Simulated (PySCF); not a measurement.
The dipole of quinoxaline, `c1ccc2nccnc2c1` from its density and from atomic charges.

Coordinates (GFN2-xTB, Å) and charges (e) from the PBE0/pcSseg-1 density (PySCF):

```json
{"atom": "C1", "x": "-2.214", "y": "0.585", "z": "0.348", "Mulliken": "-0.0585", "IAO": "-0.1456", "Hirshfeld": "-0.0404", "ESP-fitted": "-0.1645"}
{"atom": "C2", "x": "-2.200", "y": "-0.617", "z": "-0.381", "Mulliken": "-0.0589", "IAO": "-0.1455", "Hirshfeld": "-0.0404", "ESP-fitted": "-0.1289"}
{"atom": "C3", "x": "-1.019", "y": "-1.209", "z": "-0.735", "Mulliken": "-0.0189", "IAO": "-0.1481", "Hirshfeld": "-0.0468", "ESP-fitted": "-0.3692"}
{"atom": "C4", "x": "0.201", "y": "-0.607", "z": "-0.368", "Mulliken": "+0.1037", "IAO": "+0.0889", "Hirshfeld": "+0.0432", "ESP-fitted": "+0.4865"}
{"atom": "N5", "x": "1.370", "y": "-1.187", "z": "-0.717", "Mulliken": "-0.3985", "IAO": "-0.2503", "Hirshfeld": "-0.1422", "ESP-fitted": "-0.5515"}
{"atom": "C6", "x": "2.468", "y": "-0.584", "z": "-0.350", "Mulliken": "+0.0836", "IAO": "-0.0363", "Hirshfeld": "+0.0187", "ESP-fitted": "+0.1425"}
{"atom": "C7", "x": "2.454", "y": "0.624", "z": "0.381", "Mulliken": "+0.0835", "IAO": "-0.0363", "Hirshfeld": "+0.0187", "ESP-fitted": "+0.1277"}
{"atom": "N8", "x": "1.342", "y": "1.208", "z": "0.734", "Mulliken": "-0.3985", "IAO": "-0.2503", "Hirshfeld": "-0.1421", "ESP-fitted": "-0.5324"}
{"atom": "C9", "x": "0.187", "y": "0.610", "z": "0.370", "Mulliken": "+0.1026", "IAO": "+0.0889", "Hirshfeld": "+0.0431", "ESP-fitted": "+0.4280"}
{"atom": "C10", "x": "-1.047", "y": "1.192", "z": "0.721", "Mulliken": "-0.0188", "IAO": "-0.1481", "Hirshfeld": "-0.0468", "ESP-fitted": "-0.3300"}
{"atom": "H11", "x": "-3.163", "y": "1.027", "z": "0.613", "Mulliken": "+0.0969", "IAO": "+0.1596", "Hirshfeld": "+0.0553", "ESP-fitted": "+0.1715"}
{"atom": "H12", "x": "-3.139", "y": "-1.072", "z": "-0.660", "Mulliken": "+0.0969", "IAO": "+0.1596", "Hirshfeld": "+0.0554", "ESP-fitted": "+0.1653"}
{"atom": "H13", "x": "-0.986", "y": "-2.131", "z": "-1.293", "Mulliken": "+0.0945", "IAO": "+0.1693", "Hirshfeld": "+0.0554", "ESP-fitted": "+0.1931"}
{"atom": "H14", "x": "3.399", "y": "-1.055", "z": "-0.633", "Mulliken": "+0.0980", "IAO": "+0.1625", "Hirshfeld": "+0.0567", "ESP-fitted": "+0.0863"}
{"atom": "H15", "x": "3.373", "y": "1.111", "z": "0.676", "Mulliken": "+0.0980", "IAO": "+0.1625", "Hirshfeld": "+0.0568", "ESP-fitted": "+0.0888"}
{"atom": "H16", "x": "-1.033", "y": "2.114", "z": "1.282", "Mulliken": "+0.0944", "IAO": "+0.1693", "Hirshfeld": "+0.0553", "ESP-fitted": "+0.1868"}
```

Task: What dipole does each set of charges give (1 e·Å = 4.803 D), and what does the density give?

Result: The full density gives (-0.51, 0.00, 0.00) D, 0.51 D in size; dipole vectors point from the negative to the positive end.

```
    scheme     μx     μy     μz  size (D)  share of the full size (%)  angle to the full dipole (°)
  Mulliken  -2.25  -0.02  -0.02      2.25                         445                             0
       IAO  -0.58   0.00   0.00      0.58                         115                             0
 Hirshfeld  -0.37   0.00   0.00      0.37                          74                             0
ESP-fitted  -0.53   0.00   0.00      0.53                         104                             0
```

Task: Which set comes closest?

Result: Length of the difference vector: ESP-fitted 0.02 D, IAO 0.08 D, Hirshfeld 0.13 D, Mulliken 1.75 D. Closest: ESP-fitted. 

Task: What is left for the Hirshfeld atoms' own dipoles?

Result: The Hirshfeld atoms' densities add up to the full density, so μ = Σ q r + Σ (atomic dipoles). The atomic dipoles sum to (-0.51, 0.00, 0.00) − (-0.37, 0.00, 0.00) = (-0.14, 0.00, 0.00) D, 0.13 D in size.

Task: With the origin at the mean of the coordinates, (0.000, 0.001, -0.001) Å, which are the largest single terms, by size, of the Hirshfeld dipole along the direction of the full one?

Result: N5 +0.93, H14 -0.92, N8 +0.92, H15 -0.92, H11 +0.84 D; all 16 atoms together +0.37 D. The single terms depend on the origin, their sum doesn't.

Task: Give the size of the full dipole in other units.

Result: 0.51 D = 0.199 au = 0.105 e·Å = 1.69 × 10⁻³⁰ C·m.

Geometry: GFN2-xTB; no solvent, vibrations or thermal averaging.

The run behind these numbers computed NMR shieldings as well. The run took 39 s wall on one thread, x86-64 server, shared host.
